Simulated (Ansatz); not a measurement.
cyclobutane (C4H8), SMILES C1CCC1.

Geometry: PBE0-D3(BJ)/def2-SVP.

Two levels are set side by side: PBE/def2-SVPD (Ansatz, a first-principles code) and PBE0/def2-SVPD (Ansatz). Energy differences of separate SCF runs at the same geometry; the states with an electron removed or added have multiplicity 2 and 2. Differences are taken from unrounded values.

| quantity | PBE0 |
|---|---|
| vertical ionisation energy (eV) | 10.84 |
| vertical singlet–triplet gap (eV) | 8.20 |

Question: What does PBE give, and how far is it from PBE0? (An estimate is asked for; the answer gives what the named calculation found.)

Answer: 
| quantity | PBE | PBE minus PBE0 |
|---|---|---|
| vertical ionisation energy (eV) | 10.43 | -0.41 |
| vertical singlet–triplet gap (eV) | 7.54 | -0.66 |
